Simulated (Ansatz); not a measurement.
Elastic constant C13 of 1T (CdI2-type) ZrSe2 at several levels of theory

No measured value is used here.

```csv
level (code),value (GPa),cell (Å³/atom)
LDA (Ansatz),9.57,23.43
PBE (Ansatz),0.36,28.64
HSE06 (Ansatz),0.75,28.17
```

LDA: the solid has no gap at this level, which affects its response. LDA: LDA has no dispersion term either, though it tends to give short spacings of layers, chains or molecules. PBE, HSE06: the cell comes from a level without a dispersion term, which matters for the spacing of layers, chains or molecules. Each level is taken at its own relaxed cell. K meshes differ between the levels. Ansatz's density-functional and Hartree–Fock values are scalar-relativistic unless marked +SOC, with PAW data made under PBE.

Ansatz is a quantum-chemistry and plane-wave program.
